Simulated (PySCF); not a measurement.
# Nitrogen: a sound run and one with changed settings

Sound run: N [He] 2s2 2p3, N⁺ [He] 2s2 2p2. Computed with PySCF 2.14 in x2c-SVPall (3s2p1d, 14 functions), with the spin-free X2C one-electron Hamiltonian (Gaussian nucleus). The sound run starts from symmetry-adapted Hartree-Fock orbitals and uses a fine grid where one is needed.

A second run was set up differently.

| species | method | sound run (hartree) | changed run (hartree) | converged |
| --- | --- | --- | --- | --- |
| N | UHF | -54.36545 | -54.36545 | yes |
| N | MN15 | -54.50895 | -54.50815 | yes |
| N | M06-L | -54.56414 | -54.56303 | yes |
| N⁺ | UHF | -53.84987 | -53.84987 | yes |
| N⁺ | MN15 | -53.97421 | -53.97216 | yes |
| N⁺ | M06-L | -54.01872 | -54.01918 | yes |

Ionisation energy of N:

```csv
method,sound run (eV),changed run (eV)
UHF,14.030,14.030
MN15,14.551,14.585
M06-L,14.842,14.799
```

Problem. What was changed?
A. basis contracted for another Hamiltonian
B. radial grid too coarse
C. a valence shell is frozen
D. too few SCF iterations

Solution. B. It used radial step 0.3 in ln r (0.13 in the sound run). A coarse radial grid mis-integrates the density and the exchange-correlation energy, with errors of either sign; Hartree-Fock needs no grid.
